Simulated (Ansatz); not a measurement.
Results of PBEsol (Ansatz, a first-principles code, plane waves, PAW) for 1T (CdI2-type) SnSe2.

Numerical settings: plane-wave cutoff 520 eV, 12×12×6 k mesh (along the axes of the cell as run), perturbation theory, force constants from a 6×6×2 q mesh, scalar-relativistic PAW data made under PBE.

Computed at the level's own relaxed cell. Harmonic vibrational thermodynamics at fixed volume:

| T (K) | S_vib (J/K per mol of atoms) | C_V (J/K per mol of atoms) | F_vib (eV/atom) |
|---|---|---|---|
| 0 | 0.00 | 0.00 | 0.0244 |
| 300 | 39.90 | 24.00 | -0.0436 |
| 400 | 46.86 | 24.40 | -0.0887 |
| 500 | 52.33 | 24.58 | -0.1402 |
| 600 | 56.82 | 24.69 | -0.1969 |
| 800 | 63.94 | 24.79 | -0.3224 |
| 1000 | 69.48 | 24.84 | -0.4609 |

The crystal is taken as a harmonic solid at every temperature: melting, phase changes and thermal expansion are not seen.

Note: the run warned that the k mesh is coarse for the response to a field; the cell comes from a level without a dispersion term, which matters for the spacing of layers, chains or molecules.
